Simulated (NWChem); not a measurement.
Everything below was run with NWChem. System: hydrogen chloride (HCl), charge 0, spin multiplicity 1, at a geometry optimised with B3LYP/def2-SVP. Level: MP2/def2-TZVP, 5 core orbitals frozen.

Input file:

```
start mol
memory heap 200 mb stack 900 mb global 1100 mb
geometry units angstroms nocenter noautoz
  Cl     0.000000     0.000000     0.071649
  H      0.000000     0.000000    -1.218034
  symmetry group C2v
end
basis spherical
  * library def2-tzvp
end
scf
  rhf
  nopen 0
  maxiter 100
  thresh 1e-7
  semidirect memsize 60000000 filesize 0
end
mp2
  freeze core 5
end
task mp2 energy
```

Part of the output:

```
             Northwest Computational Chemistry Package (NWChem) 7.3.0
             --------------------------------------------------------

                                NWChem Input Module
                                -------------------

 Scaling coordinates for geometry "geometry" by  1.889725989
 (inverse scale =  0.529177249)

 Turning off AUTOSYM since
 SYMMETRY directive was detected!

                             Geometry "geometry" -> ""
                             -------------------------

 Output coordinates in angstroms (scale by  1.889725989 to convert to a.u.)

  No.       Tag          Charge          X              Y              Z
 ---- ---------------- ---------- -------------- -------------- --------------
    1 Cl                  17.0000     0.00000000     0.00000000     0.07164900
    2 H                    1.0000     0.00000000     0.00000000    -1.21803400

 Effective nuclear repulsion energy (a.u.)       6.9753677710

            Nuclear Dipole moment (a.u.)
            ----------------------------
        X                 Y               Z
 ---------------- ---------------- ----------------
     0.0000000000     0.0000000000    -0.0000018897

      Symmetry information
      --------------------

 Group name             C2v
 Group number             16
 Group order               4
 No. of unique centers     2

      Symmetry unique atoms

     1    2


 Summary of "ao basis" -> "" (spherical)
 ------------------------------------------------------------------------------
       Tag                 Description            Shells   Functions and Types
 ---------------- ------------------------------  ------  ---------------------
 *                         def2-tzvp                  on all atoms

 Summary of "ao basis" -> "ao basis" (spherical)
 ------------------------------------------------------------------------------
       Tag                 Description            Shells   Functions and Types
 ---------------- ------------------------------  ------  ---------------------
 Cl                        def2-tzvp                13       37   5s5p2d1f
 H                         def2-tzvp                 4        6   3s1p

                                 NWChem SCF Module
                                 -----------------

  ao basis        = "ao basis"
  functions       =    43
  atoms           =     2
  closed shells   =     9
  open shells     =     0
  charge          =   0.00
  wavefunction    = RHF
  use symmetry    = T
  symmetry adapt  = T

 Summary of "ao basis" -> "ao basis" (spherical)
 ------------------------------------------------------------------------------
       Tag                 Description            Shells   Functions and Types
 ---------------- ------------------------------  ------  ---------------------
 Cl                        def2-tzvp                13       37   5s5p2d1f
 H                         def2-tzvp                 4        6   3s1p

      Symmetry analysis of basis
      --------------------------

        a1         20
        a2          3
        b1         10
        b2         10

 Forming initial guess at       0.1s

      Superposition of Atomic Density Guess
      -------------------------------------

 Sum of atomic energies:        -459.97749781

      Non-variational initial energy
      ------------------------------

 Total energy =    -460.040794
 1-e energy   =    -649.060027
 2-e energy   =     182.043866
 HOMO         =      -0.447070
 LUMO         =       0.071135

      Symmetry analysis of molecular orbitals - initial
      -------------------------------------------------

 !! scf_movecs_sym_adapt:   26 vectors were symmetry contaminated

  Symmetry fudging

 !! scf_movecs_sym_adapt:   24 vectors were symmetry contaminated

  Numbering of irreducible representations:

     1 a1          2 a2          3 b1          4 b2

  Orbital symmetries:

     1 a1          2 a1          3 a1          4 b1          5 b2
     6 a1          7 a1          8 b1          9 b2         10 a1
    11 a1         12 b1         13 b2         14 a1         15 b2
    16 b1         17 a2         18 a1         19 a1

 Starting SCF solution at       0.3s

 ----------------------------------------------
         Quadratically convergent ROHF

 Convergence threshold     :          1.000E-07
 Maximum no. of iterations :          100
 Final Fock-matrix accuracy:          1.000E-09
 ----------------------------------------------

              iter       energy          gnorm     gmax       time
             ----- ------------------- --------- --------- --------
                 1     -460.0819528720  4.05D-01  2.24D-01      0.3
                 2     -460.0959704143  1.60D-01  7.23D-02      0.3
                 3     -460.0977891499  7.58D-03  2.07D-03      0.3
                 4     -460.0977925741  1.40D-05  4.00D-06      0.4
                 5     -460.0977925741  2.98D-09  8.92D-10      0.4

       Final RHF  results
       ------------------

         Total SCF energy =   -460.097792574149
      One-electron energy =   -649.710840003593
      Two-electron energy =    182.637679658454
 Nuclear repulsion energy =      6.975367770991

        Time for solution =      0.1s

       Symmetry analysis of molecular orbitals - final
       -----------------------------------------------

  Numbering of irreducible representations:

     1 a1          2 a2          3 b1          4 b2

  Orbital symmetries:

     1 a1          2 a1          3 a1          4 b2          5 b1
     6 a1          7 a1          8 b1          9 b2         10 a1
    11 a1         12 b1         13 b2         14 a1         15 b1
    16 b2         17 a1         18 a2         19 a1

             Final eigenvalues
             -----------------

              1
    1 -104.8451
    2  -10.5728
    3   -8.0400
    4   -8.0382
    5   -8.0382
    6   -1.1127
    7   -0.6215
    8   -0.4747
    9   -0.4747
   10    0.1254
   11    0.3241
   12    0.4922
   13    0.4922
   14    0.5118
   15    0.5932
   16    0.5932
   17    0.6332
   18    0.6332
   19    0.8425

                       ROHF Final Molecular Orbital Analysis
                       -------------------------------------

 Vector    7  Occ=2.000000D+00  E=-6.214620D-01  Symmetry=a1
              MO Center= -1.3D-16, -3.8D-16, -1.8D-01, r^2= 1.3D+00
   Bfn.  Coefficient  Atom+Function         Bfn.  Coefficient  Atom+Function
  ----- ------------  ---------------      ----- ------------  ---------------
    17      0.419727  1 Cl pz                39     -0.263688  2 H  s
     5      0.229320  1 Cl s                 14      0.204060  1 Cl pz
     4      0.201928  1 Cl s                 20      0.195075  1 Cl pz
     8     -0.163195  1 Cl pz                38     -0.152579  2 H  s

 Vector    8  Occ=2.000000D+00  E=-4.746582D-01  Symmetry=b1
              MO Center=  2.2D-16, -3.6D-32,  4.6D-02, r^2= 1.2D+00
   Bfn.  Coefficient  Atom+Function         Bfn.  Coefficient  Atom+Function
  ----- ------------  ---------------      ----- ------------  ---------------
    15      0.546402  1 Cl px                18      0.367181  1 Cl px
    12      0.256834  1 Cl px                 6     -0.200264  1 Cl px

 Vector    9  Occ=2.000000D+00  E=-4.746582D-01  Symmetry=b2
              MO Center=  1.2D-34, -1.3D-17,  4.6D-02, r^2= 1.2D+00
   Bfn.  Coefficient  Atom+Function         Bfn.  Coefficient  Atom+Function
  ----- ------------  ---------------      ----- ------------  ---------------
    16      0.546402  1 Cl py                19      0.367181  1 Cl py
    13      0.256834  1 Cl py                 7     -0.200264  1 Cl py

 Vector   10  Occ=0.000000D+00  E= 1.253765D-01  Symmetry=a1
              MO Center= -7.3D-16, -6.7D-16, -1.1D+00, r^2= 3.4D+00
   Bfn.  Coefficient  Atom+Function         Bfn.  Coefficient  Atom+Function
  ----- ------------  ---------------      ----- ------------  ---------------
    40      1.615365  2 H  s                  5     -0.950602  1 Cl s
    20      0.797429  1 Cl pz                17      0.169630  1 Cl pz

 Vector   11  Occ=0.000000D+00  E= 3.240876D-01  Symmetry=a1
              MO Center= -1.4D-15,  2.5D-15, -5.7D-01, r^2= 2.9D+00
   Bfn.  Coefficient  Atom+Function         Bfn.  Coefficient  Atom+Function
  ----- ------------  ---------------      ----- ------------  ---------------
    39      1.258816  2 H  s                 40     -0.901630  2 H  s
    20      0.667833  1 Cl pz                 5     -0.152878  1 Cl s

 Vector   12  Occ=0.000000D+00  E= 4.921841D-01  Symmetry=b1
              MO Center=  2.1D-15,  1.7D-31,  6.1D-02, r^2= 3.3D+00
   Bfn.  Coefficient  Atom+Function         Bfn.  Coefficient  Atom+Function
  ----- ------------  ---------------      ----- ------------  ---------------
    18      1.385844  1 Cl px                15     -1.182465  1 Cl px
     6      0.151284  1 Cl px

 center of mass
 --------------
 x =   0.00000000 y =   0.00000000 z =   0.06712446

 moments of inertia (a.u.)
 ------------------
           5.818473710526           0.000000000000           0.000000000000
           0.000000000000           5.818473710526           0.000000000000
           0.000000000000           0.000000000000           0.000000000000

  Mulliken analysis of the total density
  --------------------------------------

    Atom       Charge   Shell Charges
 -----------   ------   -------------------------------------------------------
    1 Cl  17    17.25   2.01  0.45  1.52  1.09  0.87  4.18  1.69  1.08  2.80  1.52  0.01  0.03  0.00
    2 H    1     0.75   0.22  0.45  0.05  0.03

       Multipole analysis of the density wrt the origin
       ------------------------------------------------

     L   x y z        total         open         nuclear
     -   - - -        -----         ----         -------
     0   0 0 0     -0.000000      0.000000     18.000000

     1   1 0 0      0.000000      0.000000      0.000000
     1   0 1 0      0.000000      0.000000      0.000000
     1   0 0 1     -0.516449      0.000000     -0.000002

     2   2 0 0    -10.431200      0.000000      0.000000
     2   1 1 0      0.000000      0.000000      0.000000
     2   1 0 1     -0.000000      0.000000      0.000000
     2   0 2 0    -10.431200      0.000000      0.000000
     2   0 1 1     -0.000000      0.000000      0.000000
     2   0 0 2     -7.588011      0.000000      5.609705

                   NWChem MP2 Semi-direct Energy/Gradient Module
                   ---------------------------------------------

  Basis functions       =     43
  Molecular orbitals    =     43
  Frozen core           =      5
  Frozen virtuals       =      0
  Active alpha occupied =      4
  Active beta occupied  =      4
  Active alpha virtual  =     34
  Active beta virtual   =     34
  Use MO symmetry       = T
  Use skeleton AO sym   = T

  AO/Fock/Back tols     =   1.0D-09  1.0D-09  1.0D-09

 GA uses MA = F    GA memory limited = T

 Available:
  local mem=  1.26D+08
 global mem=  1.44D+08
 local disk=  0.00D+00
  mp2_memr nvloc                    34
  nvloc new                    34
   1 passes of   4:        3145728                      10569                    440654.
   1 passes of   4: M    126153338           G      144175502           F     123007610.

 Semi-direct pass number   1 of   1  for RHF alpha+beta  at        0.5s
  vrange nnbf                   946
  mp2_eaftype                    10  avail_ma_in_mb                  1099
 EAF : mp2_eaftype filesize          10     220327.
  mp2_eaf for mointskh                     10
Node 0 wrote      1.0 Mb in      0.0 s     Agg I/O rate:   769.7 Mb/s
 Done moints_semi at        1.0s
  mp2_eaftype                    10  avail_ma_in_mb                  1089
 EAF : mp2_eaftype filesize          10     220327.
  mp2_eaf for kh                    10
 Done maket at        1.1s
 Done multipass loop at        1.1s

          -------------------------------------------
          SCF energy                -460.097792574149
          Correlation energy          -0.196598876958
          Singlet pairs               -0.127059250987
          Triplet pairs               -0.069539625971
          Total MP2 energy          -460.294391451107
          -------------------------------------------

          ---------------------------------------------------
                    Spin Component Scaled (SCS) MP2
          Same spin pairs                     -0.046359750647
          Same spin scaling factor             0.333333333333
          Opposite spin pairs                 -0.150239126311
          Opposite spin scaling fact.          1.200000000000
          SCS-MP2 correlation energy          -0.195740201789
          Total SCS-MP2 energy              -460.293532775937
          ---------------------------------------------------

 -----------------------
 Performance information
 -----------------------

 Timer overhead =  2.48D-07 seconds/call

               Nr. of calls         CPU time (s)                 Wall time (s)                GFlops
             ---------------    -------------------     ------------------------------   -------------------
Name         Min   Avg   Max    Min     Avg     Max     Min     Avg     Max   Mx/calls   Min     Max     Sum
mp2: moin     1     1     1   0.58    0.58    0.58     0.58    0.58    0.58    0.58      0.0     0.0     0.0
mp2: make     1     1     1   1.34E-2 1.34E-2 1.34E-2  1.34E-2 1.34E-2 1.34E-2 1.34E-2   0.0     0.0     0.0
mp2: tota     1     1     1   0.66    0.66    0.66     0.66    0.66    0.66    0.66      0.0     0.0     0.0

 The average no. of pstat calls per process was 3.00D+00
 with a timing overhead of 7.45D-07s

 Task  times  cpu:        1.0s     wall:        1.0s

 Total times  cpu:        1.1s     wall:        1.1s
```
